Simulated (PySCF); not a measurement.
**How the method changes the constants of LiH**

State: ¹Σ⁺ (singlet), closed shell. Set-up: Li def2-TZVPP, H def2-TZVPP; no relativity (PySCF 2.14). De refers to Li + H in their ground configurations, without counterpoise correction. A positive dipole means Li(−)H(+).

```tsv
Level	Re (Å)	ωe (cm⁻¹)	De (eV)	μ (D)
RHF	1.607	1429	1.46	-6.06
RHF-MP2	1.593	1439	2.18	n/a
RHF-SCS-MP2	1.593	1437	2.32	n/a
RHF-CCSD	1.597	1413	2.41	n/a
RHF-CCSD(T)	1.597	1413	2.41	n/a
PBE	1.607	1378	2.30	-5.62
PW91	1.605	1379	2.34	-5.60
r²SCAN	1.605	1398	2.38	-5.88
r²SCANh	1.603	1407	2.38	-5.90
PBE0	1.599	1408	2.26	-5.78
B97-3	1.592	1432	2.44	-5.82
MN15	1.592	1423	2.75	-5.79
LC-ωPBE	1.594	1430	2.32	-5.91
```

What are the measured Re and ωe, and which levels come closest?

Re = 1.5957 Å and ωe = 1405.65 cm⁻¹ (Huber and Herzberg, Constants of Diatomic Molecules (1979)). Closest are LC-ωPBE for the length (off by -0.001 Å) and r²SCANh for the frequency (off by 0.1 %).

```json
{"Level": "RHF", "error in Re (pm)": "1.1", "error in ωe (%)": "1.7"}
{"Level": "RHF-MP2", "error in Re (pm)": "-0.3", "error in ωe (%)": "2.3"}
{"Level": "RHF-SCS-MP2", "error in Re (pm)": "-0.3", "error in ωe (%)": "2.3"}
{"Level": "RHF-CCSD", "error in Re (pm)": "0.1", "error in ωe (%)": "0.6"}
{"Level": "RHF-CCSD(T)", "error in Re (pm)": "0.1", "error in ωe (%)": "0.5"}
{"Level": "PBE", "error in Re (pm)": "1.1", "error in ωe (%)": "-2.0"}
{"Level": "PW91", "error in Re (pm)": "0.9", "error in ωe (%)": "-1.9"}
{"Level": "r²SCAN", "error in Re (pm)": "0.9", "error in ωe (%)": "-0.5"}
{"Level": "r²SCANh", "error in Re (pm)": "0.7", "error in ωe (%)": "0.1"}
{"Level": "PBE0", "error in Re (pm)": "0.4", "error in ωe (%)": "0.1"}
{"Level": "B97-3", "error in Re (pm)": "-0.4", "error in ωe (%)": "1.9"}
{"Level": "MN15", "error in Re (pm)": "-0.3", "error in ωe (%)": "1.3"}
{"Level": "LC-ωPBE", "error in Re (pm)": "-0.1", "error in ωe (%)": "1.7"}
```

Correlated steps freeze no core orbitals. Where the molecule has an RHF reference, its open-shell atoms are computed with UHF.
